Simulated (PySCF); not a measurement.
Boron: a sound run and one with changed settings

Sound run: B [He] 2s2 2p1, B⁺ [He] 2s2. All numbers are calculated (PySCF 2.14, no relativity, point nucleus, in 6-31G*). In the sound run the correlated levels freeze 1s2. The sound run starts from symmetry-adapted Hartree-Fock orbitals and uses a fine grid where one is needed.

Changed run: a valence shell is frozen. This setting is unsound on purpose.

Ionisation energy of B:

```tsv
method	sound run (eV)	changed run (eV)
UHF	7.835	7.835
MP2	7.909	7.835
SCS-MP2	7.870	7.835
CCSD	7.770	7.835
CCSD(T)	7.791	7.835
CCSDT	n/a	7.835
FCI	n/a	7.835
```

Freezing a valence shell removes pair correlation that changes on ionisation.

For comparison, NIST gives 8.298 eV between the lowest levels.
